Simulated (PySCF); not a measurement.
# CH₃O, SMILES `[O]C` (charge 0, multiplicity 2)

Method: TPSSh-D3(BJ)/def2-TZVP // TPSS-D3(BJ)/def2-SVP (PySCF).

| Item | Result |
|---|---|
| highest occupied spin orbital | -6.86 eV |
| dipole moment | 0.422 e·Å |
| total energy | -115.1058 Ha |
| cost | around 70 core-seconds (rough) |

Bonds (Å): C1–O2 1.361, C1–H3 1.119, C1–H4 1.119, C1–H5 1.114. Angles (°): O2–C1–H3 109.4, O2–C1–H4 109.2, O2–C1–H5 115.9, H3–C1–H4 103.0, H3–C1–H5 109.3, H4–C1–H5 109.3.
Charge 0, spin multiplicity 2.
